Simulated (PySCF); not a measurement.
Work out the structure from these simulated measurements.

Elements present: H, O and P. Monoisotopic mass: 49.9922 u.

- UV, first state: lowest singlet excitation: 6.74 eV (184 nm, f = 0.019 summed over 2 states within 0.01 eV) [TDDFT PBE0/def2-SVPD]
- Rotational structure: rotational constants A, B, C: 106.227, 18.053, 18.052 GHz [GFN2-xTB]
- Triplet: lowest triplet excitation (Tamm–Dancoff): 6.34 eV [TDA PBE0/def2-SVPD]
- XPS: P2p3/2 139.0, O1s 536.9, P1s 2152.8 eV [ΔSCF SCAN, pcX-2 on the ionised atom, pcseg-1 elsewhere, spin-free X2C, 2p3/2 from a spin–orbit splitting computed afterwards within the 2p shell]
- Polarisability: 28.3 au [PBE0/def2-SVPD]
- Dipole: 3.77 D [PBE0/def2-SVPD]

Gas-phase values; electronic properties from PySCF, density fitting. Levels stand in brackets. Geometry: GFN2-xTB; no solvent, vibrations or thermal averaging.

Problem. Which formula fits the mass and the elements?

Solution. H3OP (calculated 49.9922). No other formula that holds each of these elements comes within 0.0003 u with a fitting electron parity and a possible valence count.

Problem. Propose a structure and show how it fits.

Solution. The core levels belong to: P2p3/2 139.0 eV, phosphoryl phosphorus; O1s 536.9 eV, phosphoryl oxygen; P1s 2152.8 eV, phosphoryl phosphorus. The optimised geometry has point group C3v and is a prolate symmetric top (the spread among constants that symmetry makes equal is optimisation noise). Structure: `O=[PH3]` (phosphine oxide).
